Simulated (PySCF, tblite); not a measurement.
**C₅H₈N radical: geometry, infrared bands and EPR parameters**

What infrared bands and EPR parameters should C₅H₈N radical (`C[CH]N1C=CC1`) show?

Programs: tblite 0.8.0 and PySCF 2.14.0, with density-fitted response routines of our own. Each step states its level of theory. These are calculated values for one molecule in the gas phase, unless marked as measured. Atoms are numbered from 0 throughout.

### 1 The starting structure

14 atoms, charge 0, multiplicity 2; geometry from: force field or distance geometry start.

Bonds of the start (Å): C0–C1 1.50, C1–N2 1.42, N2–C3 1.44, C3–C4 1.33, C4–C5 1.49, C5–N2 1.44, C0–H6 1.10, C0–H7 1.13, C0–H8 1.10, C1–H9 1.12, C3–H10 1.08, C4–H11 1.08, C5–H12 1.08, C5–H13 1.10.

### 2 Relaxing the molecule with GFN2-xTB

Job settings and geometry (Å):

```
{"job": {"kind": "relax", "xc": "GFN2-xTB", "basis": "xTB"}, "charge": 0, "multiplicity": 2}
C      2.117800    -0.061100     0.042100
C      1.124200    -0.052100     1.169800
N     -0.202600     0.088200     0.681600
C     -0.974000     1.198800     0.182100
C     -2.051000     0.443300    -0.031600
C     -1.334200    -0.766300     0.453800
H      3.171500     0.017500     0.355800
H      1.866600     0.862800    -0.560300
H      2.004700    -0.975200    -0.563200
H      1.157800    -0.986700     1.786500
H     -0.822300     2.254400     0.030500
H     -3.040600     0.634000    -0.422900
H     -1.244700    -1.560700    -0.274100
H     -1.773900    -1.097200     1.407700
```

Run with:

```bash
$ OMP_NUM_THREADS=1 python probes_run.py task.json out
```

This one command runs all jobs of the session in turn.

Log:

```text
step      E/eV     max force
  0    -477.77208    2.831
  1    -478.01453    1.362
  2    -478.09218    0.862
  3    -478.15793    0.911
  4    -478.20679    0.677
  5    -478.25395    0.664
  6    -478.28362    0.528
  7    -478.30611    0.407
  8    -478.32212    0.391
  9    -478.33284    0.261
 10    -478.34106    0.221
 11    -478.34866    0.222
 12    -478.35623    0.250
 13    -478.36482    0.243
 14    -478.37552    0.299
 15    -478.38834    0.297
 16    -478.40140    0.303
 17    -478.41289    0.245
 18    -478.42259    0.221
 19    -478.43198    0.263
 20    -478.44442    0.294
 21    -478.46005    0.306
 22    -478.47751    0.348
 23    -478.49623    0.379
 24    -478.51701    0.423
 25    -478.53595    0.413
 26    -478.54876    0.346
 27    -478.55681    0.221
 28    -478.56065    0.275
 29    -478.56572    0.178
 30    -478.57237    0.115
 31    -478.57804    0.147
 32    -478.58202    0.131
 33    -478.58434    0.112
 34    -478.58849    0.139
 35    -478.59322    0.203
 36    -478.59722    0.179
 37    -478.60036    0.148
 38    -478.60355    0.173
 39    -478.60920    0.201
 40    -478.61560    0.268
 41    -478.62116    0.204
 42    -478.62503    0.162
 43    -478.62833    0.187
 44    -478.63118    0.206
 45    -478.63381    0.159
 46    -478.63535    0.076
 47    -478.63603    0.080
 48    -478.63704    0.080
 49    -478.63799    0.083
 50    -478.63875    0.065
 51    -478.63920    0.049
 52    -478.63951    0.041
 53    -478.63975    0.037
 54    -478.63994    0.032
 55    -478.64010    0.033
 56    -478.64024    0.029
 57    -478.64037    0.027
 58    -478.64049    0.027
 59    -478.64060    0.026
 60    -478.64071    0.030
 61    -478.64084    0.026
 62    -478.64094    0.022
 63    -478.64100    0.015
 64    -478.64102    0.011
 65    -478.64104    0.010
 66    -478.64106    0.014
 67    -478.64111    0.021
 68    -478.64117    0.028
 69    -478.64125    0.026
 70    -478.64131    0.017
 71    -478.64135    0.014
 72    -478.64138    0.017
 73    -478.64142    0.021
 74    -478.64146    0.019
 75    -478.64149    0.015
 76    -478.64152    0.014
 77    -478.64154    0.013
 78    -478.64158    0.019
 79    -478.64163    0.019
 80    -478.64168    0.019
 81    -478.64173    0.024
 82    -478.64181    0.029
 83    -478.64196    0.043
 84    -478.64220    0.056
 85    -478.64249    0.050
 86    -478.64278    0.054
 87    -478.64301    0.047
 88    -478.64317    0.052
 89    -478.64341    0.042
 90    -478.64376    0.059
 91    -478.64401    0.041
 92    -478.64425    0.044
 93    -478.64466    0.049
 94    -478.64514    0.048
 95    -478.64576    0.058
 96    -478.64515    0.162
 97    -478.64654    0.071
 98    -478.64692    0.051
 99    -478.64730    0.049
100    -478.64775    0.062
101    -478.64800    0.036
102    -478.64815    0.024
103    -478.64821    0.019
104    -478.64824    0.017
105    -478.64830    0.021
106    -478.64838    0.020
107    -478.64845    0.021
108    -478.64849    0.020
109    -478.64852    0.025
110    -478.64857    0.018
111    -478.64866    0.016
112    -478.64873    0.016
113    -478.64876    0.017
114    -478.64878    0.012
115    -478.64880    0.012
116    -478.64880    0.006
```

It took 0.61 s on 1 thread of Arm Neoverse V1, shared host; peak memory 0.17 GiB.

The steps of the relaxation: (not every step is listed)

```tsv
step	energy from step 0 (eV)	largest force (eV/Å)
0	0.0000	2.8311
1	-0.2424	1.3623
2	-0.3201	0.8624
3	-0.3859	0.9109
4	-0.4347	0.6771
5	-0.4819	0.6645
6	-0.5115	0.5279
7	-0.5340	0.4070
8	-0.5500	0.3914
18	-0.6505	0.2212
28	-0.7886	0.2751
38	-0.8315	0.1725
48	-0.8650	0.0804
58	-0.8684	0.0270
68	-0.8691	0.0277
78	-0.8695	0.0189
88	-0.8711	0.0520
98	-0.8748	0.0510
108	-0.8764	0.0204
111	-0.8766	0.0156
112	-0.8766	0.0155
113	-0.8767	0.0171
114	-0.8767	0.0121
115	-0.8767	0.0120
116	-0.8767	0.0059
```

Distances of close pairs at the start and the end, largest changes first:

```tsv
bond	before (Å)	after (Å)	change (Å)
C1–N2	1.421	1.343	-0.078
N2–C3	1.442	1.369	-0.072
C1–H9	1.120	1.074	-0.046
C0–H7	1.131	1.092	-0.039
C3–C4	1.333	1.368	+0.035
N2–C5	1.436	1.465	+0.028
C4–C5	1.487	1.512	+0.024
C0–C1	1.503	1.485	-0.018
```

The end geometry stands in the next job.

### 3 Vibrational analysis with GFN2-xTB

Job settings and geometry (Å):

```
{"job": {"kind": "ir", "xc": "GFN2-xTB", "basis": "xTB"}, "charge": 0, "multiplicity": 2}
C      2.171643     0.218059     0.195544
C      1.000551    -0.527501     0.721884
N     -0.248497    -0.154126     0.399324
C     -0.842286     0.864971    -0.296385
C     -2.121593     0.458182    -0.035369
C     -1.559721    -0.699359     0.758007
H      3.075572    -0.095143     0.710592
H      2.043029     1.293267     0.337674
H      2.317800     0.049932    -0.878514
H      1.108972    -1.450853     1.260113
H     -0.358826     1.659641    -0.829196
H     -3.109640     0.774647    -0.275344
H     -1.731434    -1.698949     0.357153
H     -1.746248    -0.693242     1.832377
```

Log:

```text
mode    cm-1     km/mol
  1      54.8      0.93
  2     101.0      1.61
  3     187.5      5.02
  4     199.3      6.26
  5     317.8      7.55
  6     401.4     39.96
  7     458.2      1.82
  8     486.0      5.05
  9     732.9     15.41
 10     745.4     11.98
 11     956.3      4.41
 12     958.7      5.86
 13     982.0      4.22
 14    1020.5      6.65
 15    1025.6      3.16
 16    1063.1      2.60
 17    1108.1     10.12
 18    1140.4      2.46
 19    1146.8      5.10
 20    1171.4     14.40
 21    1206.4      0.47
 22    1329.1      9.54
 23    1404.5      6.76
 24    1438.1     17.76
 25    1473.8      3.15
 26    1487.5     51.90
 27    1491.8     17.79
 28    1614.1      8.76
 29    2885.6     60.87
 30    2967.1     30.13
 31    2971.3     36.55
 32    2986.5     42.89
 33    3047.3     29.41
 34    3129.6     28.95
 35    3152.3     33.99
 36    3225.7      7.80
```

Wall time 0.31 s (1 thread of Arm Neoverse V1, shared host); peak memory 0.17 GiB.

The strongest bands and the atoms that carry them (share of the mass-weighted mode):

```tsv
cm⁻¹	km/mol	atoms
401	40.0	C3 20 %, H9 17 %, N2 17 %, C4 15 %
1488	51.9	C4 32 %, C3 31 %
2886	60.9	H8 89 %
2967	30.1	H7 90 %
2971	36.5	H12 50 %, H13 40 %
2986	42.9	H13 53 %, H12 43 %
3047	29.4	H6 93 %
3152	34.0	H10 91 %
```

### 4 g tensor and hyperfine couplings: B3LYP/pcH-1

The job, as its differences from that of step 3:

```diff
@@ -1,2 +1,2 @@
-{"job": {"kind": "ir", "xc": "GFN2-xTB", "basis": "xTB"}, "charge": 0, "multiplicity": 2}
+{"job": {"kind": "epr", "basis": "pcH-1"}, "charge": 0, "multiplicity": 2}
 C      2.171643     0.218059     0.195544
```

With the program's defaults for keys left out, this is: UKS B3LYP, pcH-1 on C H N, non-relativistic, mean-field spin-orbit, GIAO.

Log:

```text
UKS, coarse grid
  cycle   1  E = -249.94583999  |g| = 3.01e-01
  cycle   2  E = -249.91944492  |g| = 3.87e-01
  cycle   3  E = -249.99154684  |g| = 8.92e-02
  cycle   4  E = -249.99500401  |g| = 4.05e-02
  cycle   5  E = -249.99591170  |g| = 6.29e-03
  cycle   6  E = -249.99595152  |g| = 4.75e-03
  cycle   7  E = -249.99597072  |g| = 2.18e-03
  cycle   8  E = -249.99597597  |g| = 8.67e-04
UKS, final grid
  cycle   1  E = -249.99596177  |g| = 1.12e-03
  cycle   2  E = -249.99596117  |g| = 1.68e-03
  cycle   3  E = -249.99596245  |g| = 1.91e-04
  cycle   4  E = -249.99596248  |g| = 9.23e-05
  cycle   5  E = -249.99596251  |g| = 8.33e-05
  cycle   6  E = -249.99596252  |g| = 9.83e-06
E = -249.99596252 Eh   <S^2> = 0.7680 (exact 0.7500)
g shifts (ppm)      1          2          3
  rmc          -158       -158       -158
  gc             -3         36         36
  oz_so         -15        455        870
  total        -176        332        748
hyperfine (MHz)  atom isotope    a_iso     a_fc   dipolar eigenvalues
    0   13C     -26.09     -26.09     -1.11     -0.86      1.97
    1   13C      64.49      64.49    -59.73    -58.96    118.68
    2   14N       1.92       1.92     -7.01     -5.83     12.84
    3   13C     -19.81     -19.81    -13.21      6.38      6.83
    4   13C      33.15      33.15    -30.16    -29.02     59.18
    5   13C     -11.58     -11.58     -0.58     -0.11      0.69
    6    1H       7.86       7.86     -4.36     -2.97      7.33
    7    1H      52.46      52.46     -3.67     -3.18      6.85
    8    1H      94.90      94.90     -3.40     -3.08      6.48
    9    1H     -47.40     -47.40    -28.75      0.93     27.82
   10    1H       4.26       4.26     -3.16     -1.20      4.36
   11    1H     -28.14     -28.14    -15.84      0.99     14.85
   12    1H       5.45       5.45     -3.71      0.41      3.30
   13    1H       5.43       5.43     -3.90      0.47      3.43
```

Run time: 49 s. Hardware: 1 thread of Arm Neoverse V1, shared host; peak memory 0.88 GiB.

Principal g values 2.00214, 2.00265, 2.00307; g(iso) = 2.00262, against 2.00232 for a free electron.

Hyperfine couplings; where a row names several nuclei, a(iso) is their mean (it holds for fast rotation or exchange) and the dipolar term the largest among them:

```tsv
nuclei	isotope	a(iso) (MHz)	a(iso) (G, at g = 2.0023)	largest dipolar term (MHz)
C1	13C	64.5	23.0	118.7
H6, H7, H8	1H	51.7	18.5	7.3
H9	1H	-47.4	-16.9	-28.8
C4	13C	33.2	11.8	59.2
H11	1H	-28.1	-10.0	-15.8
C0	13C	-26.1	-9.3	2.0
C3	13C	-19.8	-7.1	-13.2
C5	13C	-11.6	-4.1	0.7
H12, H13	1H	5.4	1.9	-3.9
H10	1H	4.3	1.5	4.4
N2	14N	1.9	0.7	12.8
```

Mulliken spin populations:

C0 -0.06; C1 0.71; N2 0.06; C3 -0.11; C4 0.39; C5 -0.03; H6 0.00; H7 0.03; H8 0.05; H9 -0.03; H10 0.00; H11 -0.02; H12 0.00; H13 0.00

In first order the couplings over 0.8 MHz of 1H, 14N give 288 distinct lines over 89.1 G, if the averaged nuclei exchange fast.

The fields below are evaluated on a grid from the run's orbitals.

ELF in a plane through or near 10 of the atoms.

Values, 10 rows by 14 columns:
```
0.00 0.00 0.00 0.00 0.00 0.00 0.00 0.00 0.00 0.00 0.00 0.00 0.00 0.00
0.00 0.00 0.00 0.00 0.00 0.00 0.03 0.29 0.04 0.00 0.00 0.00 0.00 0.00
0.00 0.00 0.00 0.00 0.03 0.00 0.78 0.99 0.67 0.01 0.04 0.06 0.00 0.00
0.00 0.00 0.01 0.12 0.84 0.50 0.19 0.91 0.50 0.52 0.93 0.98 0.39 0.00
0.00 0.00 0.24 0.49 0.52 0.55 0.14 0.82 0.42 0.21 0.80 0.84 0.17 0.00
0.00 0.04 0.98 1.00 0.72 0.86 0.66 0.42 0.74 0.73 0.33 0.02 0.00 0.00
0.00 0.00 0.66 0.85 0.04 0.87 0.82 0.06 0.45 0.84 0.19 0.00 0.00 0.00
0.00 0.00 0.00 0.00 0.04 0.97 0.96 0.03 0.09 0.25 0.05 0.00 0.00 0.00
0.00 0.00 0.00 0.00 0.00 0.06 0.05 0.00 0.00 0.00 0.00 0.00 0.00 0.00
0.00 0.00 0.00 0.00 0.00 0.00 0.00 0.00 0.00 0.00 0.00 0.00 0.00 0.00
```
The map spans 11.3 Å across and 9.2 Å up, centred on the molecule. Atoms in the plane (x, y in Å): C0 (-2.2, 0.2), C1 (-1.0, -0.7), N2 (0.3, -0.2), C3 (0.8, 1.1), C4 (2.1, 0.7), C5 (1.6, -0.8), H6 (-3.1, -0.4), H9 (-1.0, -1.8), H10 (0.3, 2.0), H11 (3.1, 1.1).

On the surface of density 0.002 e/bohr³ the electrostatic potential runs, from the 1st to the 99th percentile, from -0.85 V near C4 to 0.91 V near H10.

The spin density lies nearest to C1 41 %; C4 21 %; N2 9 %.

### 5 Summary of results

| quantity | value |
| --- | --- |
| strongest single infrared mode (GFN2-xTB) | 2886 cm⁻¹, 61 km/mol |
| zero-point energy (GFN2-xTB) | 71.6 kcal/mol |
| g(iso) (B3LYP) | 2.00262 |
| ⟨S²⟩ | 0.768 (exact 0.75) |
| largest a(iso) (averaged by class) | 13C on C1, 64.5 MHz |
| surface potential, 1st and 99th percentile | -0.85 V and 0.91 V |

In words: Relaxing lowered the energy by 0.877 eV in 116 steps; the close pair that moved most is C1–N2, from 1.421 to 1.343 Å. All 36 modes are real, so the xTB geometry is a minimum. The strongest single mode, at 2886 cm⁻¹, moves mainly H8. Unscaled tight-binding wavenumbers are off by several per cent, some by more. Its intensities can rank the bands wrongly. C1 carries the largest spin population, 0.71 e. The isotropic g lies 0.3 ppt above the free-electron value.
